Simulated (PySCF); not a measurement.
Bond curve of OH⁻

Set-up: PySCF, no relativity, basis sets H def2-TZVPPD, O def2-TZVPPD. Energies in eV from H + O⁻ in their ground configurations at the same level. State: ¹Σ⁺ (singlet), closed shell.

```json
{"R (Å)": "0.827", "r²SCAN": "-4.181", "PBE0": "-4.167"}
{"R (Å)": "0.866", "r²SCAN": "-4.531", "PBE0": "-4.514"}
{"R (Å)": "0.904", "r²SCAN": "-4.735", "PBE0": "-4.714"}
{"R (Å)": "0.933", "r²SCAN": "-4.812", "PBE0": "-4.788"}
{"R (Å)": "0.962", "r²SCAN": "-4.839", "PBE0": "-4.809"}
{"R (Å)": "0.991", "r²SCAN": "-4.823", "PBE0": "-4.789"}
{"R (Å)": "1.029", "r²SCAN": "-4.750", "PBE0": "-4.709"}
{"R (Å)": "1.077", "r²SCAN": "-4.597", "PBE0": "-4.545"}
{"R (Å)": "1.135", "r²SCAN": "-4.349", "PBE0": "-4.284"}
{"R (Å)": "1.212", "r²SCAN": "-3.957", "PBE0": "-3.875"}
```

Q: Put a parabola through the three lowest points of the r²SCAN curve and estimate Re, k and ωe (reduced mass 0.9481 u; 1 eV/Å² = 0.16022 mdyn/Å; ωe = 1302.8·√(k/μ) cm⁻¹).

A: Through R = 0.933, 0.962, 0.991 Å the second-order coefficient is 25.6 eV/Å², so Re ≈ 0.966 Å, k ≈ 8.19 mdyn/Å and ωe ≈ 3829 cm⁻¹. A polynomial fit of higher order to the unrounded r²SCAN energies gives Re = 0.965 Å, k = 7.90 mdyn/Å, ωe = 3761 cm⁻¹; anharmonicity and rounding make the difference.

The higher-order fit for each curve: r²SCAN: Re = 0.965 Å, ωe = 3761 cm⁻¹, De = 4.84 eV; PBE0: Re = 0.961 Å, ωe = 3830 cm⁻¹, De = 4.81 eV.

For an ion De counts to the pair picked by the measured ionisation energies or electron affinities, which need not be the lowest pair at this level. The highest Kohn–Sham level is positive in this anion. Much of that is self-interaction error, but it also means that the finite basis helps to hold the extra electron.
